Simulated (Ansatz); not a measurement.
# NH₃ (triplet): from Hartree-Fock to the top rungs at distance H1–H2 along a hydrogen transfer = 0.745 Å, cc-pVTZ

How much of the correlation energy of NH₃ (triplet) does each wave-function method recover here?

Computed with Ansatz 0.2.0, Gaussian basis. Level: cc-pVTZ, correlated electrons: outside noble gas.

To be run: UHF; CCSD(T) on ROHF; CCSD(T) on UHF; BCCD(T) on ROHF; CCSDT(Q) on ROHF; CCSDT(Q) on UHF; CASSCF and MRCISD+Q, 4 electrons in 4 orbitals; CASSCF and NEVPT2, 4 electrons in 4 orbitals; CASSCF and MRCISD+Q, 8 electrons in 7 orbitals; CASSCF and NEVPT2, 8 electrons in 7 orbitals.

### Step 1. The system

The geometry derives from fragments relaxed apart (PBE0/def2-TZVP) and kept rigid, so it is no stationary point. A hydrogen atom is moved between rigid fragments.

4 atoms, charge 0, spin multiplicity 3.

Atoms are counted from 1 here; the program's logs count them from 0.

Bond lengths: H1–H2 0.745 Å, N3–H4 1.040 Å.

In the tables R marks a restricted open-shell determinant and U an unrestricted one; 'pair' is the active space of 4 electrons in 4 orbitals; 'valence' is the active space of 8 electrons in 7 orbitals; correlation energies count from the lowest restricted Hartree-Fock solution.

### Step 2. UHF

The input, in.yaml:

```yaml
crystal:
  periodic: [false, false, false]
  atoms:
    - {symbol: H, position_ang: [-2.083362, 0.059434, 0.000000]}
    - {symbol: H, position_ang: [-1.338362, 0.059434, 0.000000]}
    - {symbol: N, position_ang: [0.211638, 0.059434, 0.000000]}
    - {symbol: H, position_ang: [0.480720, -0.944792, 0.000000]}
basis:
  gaussian: {orbitals: cc-pVTZ}
magnetization: {spin_polarized: true, initial_magnetization: 2}
hamiltonian: {xc: hf}
output: {orbitals: {seedname: orbitals}}
```

Started as:

```sh
> ansatz run in.yaml --threads 1 --pin off --events-out ev --progress --plain --max-ram 2816MiB --backend cpu
```

The runs that follow: CCSD(T) on ROHF; CCSD(T) on UHF; BCCD(T) on ROHF; CCSDT(Q) on ROHF; CCSDT(Q) on UHF; CASSCF and MRCISD+Q, 4 electrons in 4 orbitals; CASSCF and NEVPT2, 4 electrons in 4 orbitals; CASSCF and MRCISD+Q, 8 electrons in 7 orbitals; CASSCF and NEVPT2, 8 electrons in 7 orbitals.

Q: Predict the results of all the runs planned. Wanted: correlation energy, UCCSDT(Q); RMP2 from UCCSDT(Q); UMP2 from UCCSDT(Q); RCCSD from UCCSDT(Q); RCCSD(T) from UCCSDT(Q); UCCSD(T) from UCCSDT(Q); RCCSDT(Q) from UCCSDT(Q); NEVPT2 pair from UCCSDT(Q); MRCISD+Q pair from UCCSDT(Q).

As calculated:

| quantity | value |
| --- | --- |
| correlation energy, UCCSDT(Q) | -5.9333 eV |
| RMP2 from UCCSDT(Q) | +82.9 kJ/mol |
| UMP2 from UCCSDT(Q) | +83.7 kJ/mol |
| RCCSD from UCCSDT(Q) | +15.3 kJ/mol |
| RCCSD(T) from UCCSDT(Q) | +2.1 kJ/mol |
| UCCSD(T) from UCCSDT(Q) | +1.9 kJ/mol |
| RCCSDT(Q) from UCCSDT(Q) | +0.2 kJ/mol |
| NEVPT2 pair from UCCSDT(Q) | +81.0 kJ/mol |
| MRCISD+Q pair from UCCSDT(Q) | +3.2 kJ/mol |
| NEVPT2 valence from UCCSDT(Q) | +83.7 kJ/mol |
| levels of the table within 1 kcal/mol (43 meV) | RCCSD(T), UCCSD(T), BCCD(T), RCCSDT, UCCSDT, RCCSDT(Q), MRCISD+Q pair, MRCISD+Q valence |
| T1 diagnostic | 0.024 |
| effectively unpaired electrons | 2.01 |

RCCSD(T) misses by +2.1 kJ/mol, 0.4 % of the correlation energy. One determinant dominates. Of the multireference levels listed MRCISD+Q pair comes nearest in total energy (+3.2 kJ/mol), which doesn't show that its space is the better one. These misses are within one basis, not against nature; the frozen cores of restricted and unrestricted runs differ, which can shift their rows.
